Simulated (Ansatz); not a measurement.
Input file for C2H6OS2 (`CSC(O)S`):

```yaml
crystal:
  periodic: [false, false, false]
  atoms:
    - {symbol: C, position_ang: [-1.731119, 0.273391, -0.039353]}
    - {symbol: S, position_ang: [-0.544464, 0.118370, 1.297960]}
    - {symbol: C, position_ang: [0.985795, 0.044265, 0.372681]}
    - {symbol: O, position_ang: [1.158525, 1.217224, -0.363268]}
    - {symbol: S, position_ang: [1.128182, -1.364610, -0.803371]}
    - {symbol: H, position_ang: [-2.718223, 0.261707, 0.422876]}
    - {symbol: H, position_ang: [-1.641609, -0.571542, -0.723410]}
    - {symbol: H, position_ang: [-1.591598, 1.211635, -0.573907]}
    - {symbol: H, position_ang: [1.758144, -0.084377, 1.138263]}
    - {symbol: H, position_ang: [1.993012, 1.151953, -0.841584]}
    - {symbol: H, position_ang: [1.268856, -2.314917, 0.133714]}
basis:
  gaussian: {orbitals: def2-TZVPP}
correlation: {method: ccsd_t}
```

```sh
$ ansatz run in.yaml --threads 4 --pin off --events-out ev --progress --plain --max-ram 10444MiB
```

Output of Ansatz, abridged:

```
Functional definition: HF
1534 factors; integrals over basis functions are off by at most 9.2e-4 eV
mean field evaluation 1: about -25825.8876 eV, gradient 3.7e1 eV
mean field evaluation 2: about -25826.2378 eV, gradient 3.7e1 eV
mean field evaluation 4: about -25829.5349 eV, gradient 4.5e0 eV
mean field evaluation 8: about -25829.6175 eV, gradient 3.1e-1 eV
mean field evaluation 16: about -25829.6181 eV, gradient 1.9e-6 eV
mean field -25829.61813481 eV, -949.2209585104 hartree, gradient 1.9e-6 eV, S^2 0.000000; 0 other end points of the search recorded, 0 dependent functions left out
13 core orbitals not correlated: weight in the atoms' cores, before any rotation towards them, 1.000 or more for the frozen orbitals, at most 0.000 for the correlated occupied ones
reference -25829.61813481 eV, -949.2209585104 hartree; 16, 16 occupied and 232, 232 virtual orbitals, 1534 factors
second order -25.71704290 eV of doubles, -0.00000000 eV of singles
cycle   1  -26.31519557 eV  change   -6.0e-1 eV  update   1.1e-1
cycle   2  -26.97071837 eV  change   -6.6e-1 eV  update   3.2e-2
cycle   3  -27.09738028 eV  change   -1.3e-1 eV  update   1.5e-2
cycle   4  -27.08862483 eV  change    8.8e-3 eV  update   3.5e-3
cycle   5  -27.08781142 eV  change    8.1e-4 eV  update   1.7e-3
cycle   6  -27.08809177 eV  change   -2.8e-4 eV  update   5.4e-4
cycle   7  -27.08777355 eV  change    3.2e-4 eV  update   2.4e-4
cycle   8  -27.08772455 eV  change    4.9e-5 eV  update   7.9e-5
cycle   9  -27.08774973 eV  change   -2.5e-5 eV  update   2.6e-5
perturbative correction -1.19188584 eV, -0.0438009967 hartree
Total energy: -25857.89777038 eV, -950.2602159489 hartree
```

It took 2.6 min on 4 threads of an Intel Xeon Platinum 8259CL on a shared host, with 6.1 GiB of host memory at the peak.

Correlation energy per correlated electron: -0.884 eV. T1 diagnostic: 0.0115.
